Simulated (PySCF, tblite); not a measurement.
# H₄O₂, a complex of two parts: NMR shifts, interaction energy, infrared bands, spin-spin couplings and core binding energies

The task here is to estimate one member of a computed series from the others.

Computed with tblite 0.8.0 and PySCF 2.14.0; each step states its level. No surroundings beyond the atoms listed, unless a continuum is named. Atoms count from 0, parts from 1.

## Starting point

6 atoms, charge 0, multiplicity 1; geometry: rigid parts in contact. Parts: 1 = atoms 0–2, `O`, charge 0; 2 = atoms 3–5, `O`, charge 0.

Set-up of the first run:

The job: settings as JSON, then the geometry in Å.

```
{"job": {"kind": "dock", "xc": "GFN2-xTB", "basis": "xTB"}, "charge": 0, "multiplicity": 1, "parts": [{"atoms": "0-2", "charge": 0, "multiplicity": 1}, {"atoms": "3-5", "charge": 0, "multiplicity": 1}]}
O     -0.001808     0.379332    -0.006202
H     -0.771169    -0.193548    -0.004861
H      0.772977    -0.185784     0.011063
O      1.533327     2.273895     1.591908
H      0.805691     1.985406     1.037445
H      2.287416     1.719682     1.381805
```

Method: GFN2-xTB search for minima from random contacts, gas phase.

The run is started by

```
$ OMP_NUM_THREADS=1 python cluster_run.py task.json out
```

This one command runs all jobs of the session in turn.

Steps of the session up to this table: Search for minima with GFN2-xTB; Geometry optimisation at PBE0-D3(BJ)/def2-TZVPD; NMR shieldings: PBE0/pcSseg-2; Coupled-cluster interaction energy: CCSD(T) and MP2.

One table of the session follows, with a row left open; its other results are not shown here.

It belongs to the step «Coupled-cluster interaction energy: CCSD(T) and MP2». 

```
                 method  interaction energy (kcal/mol)
         HF/aug-cc-pVDZ                          -3.54
        MP2/aug-cc-pVDZ                              ?
       CCSD/aug-cc-pVDZ                          -4.15
    CCSD(T)/aug-cc-pVDZ                          -4.33
         HF/aug-cc-pVQZ                          -3.56
        MP2/aug-cc-pVQZ                          -4.90
    SCS-MP2/aug-cc-pVQZ                          -4.41
      MP2, extrapolated                          -5.00
CCSD(T), limit estimate                          -4.95
```

Q: Estimate the row for MP2/aug-cc-pVDZ from the others.

**Answer.** interaction energy (kcal/mol): -4.38. In the column «interaction energy (kcal/mol)» it lies between SCS-MP2/aug-cc-pVQZ (-4.41) and CCSD(T)/aug-cc-pVDZ (-4.33).
